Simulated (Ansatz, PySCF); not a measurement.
System: S2, net charge 0, triplet state. SMILES: S=S
Structure (B3LYP-D3(BJ)/def2-TZVP (Ansatz, an electronic-structure program) minimum search):
```xyz
2

S      0.0000     0.0000    -0.9518
S      0.0000     0.0000     0.9518
```
Charge 0, spin multiplicity 3.

Quantity: atomisation energy, in kcal/mol. Set-up: frozen cores in correlated levels; non-relativistic; no spin-orbit coupling; six Cartesian d functions in 6-31G* and its kin unless marked 5d; UHF or UKS for open shells; LANL2DZ with its own core potentials from Na on; atomisation electronic, to ground-state atoms. First-principles rows: single points at B3LYP-D3(BJ) geometries (Ansatz).

| level | program | atomisation energy (kcal/mol) |
|---|---|---|
| HF/LANL2DZ | Ansatz | -7.1 |
| SVWN5/6-31G* | Ansatz | 127.3 |
| PBE/6-31G* | Ansatz | 107.7 |
| BP86/def2-SVP | PySCF | 109.6 |
| BP86/6-31G* (5d) | PySCF | 106.7 |
| B3LYP/6-31G | Ansatz | 62.2 |
| B3LYP/6-31G* | Ansatz | 95.8 |
| PBE0/6-31G* | Ansatz | 98.2 |
| M06-2X/6-31G* (5d) | PySCF | 96.8 |
| MP2/3-21G | Ansatz | 37.2 |
| M06-2X/def2-TZVPD | PySCF | 104.7 |
| wB97X-V/def2-TZVPD | Ansatz | 105.3 |

No value to compare with is used here. The 10 habitual levels span -7.1 (HF/LANL2DZ) to 127.3 kcal/mol (SVWN5/6-31G*); wB97X-V/def2-TZVPD gives 105.3.

The levels are drawn from those run, B3LYP/6-31G* more often than the rest, none by its result; runs whose electronic state is in doubt are left out.
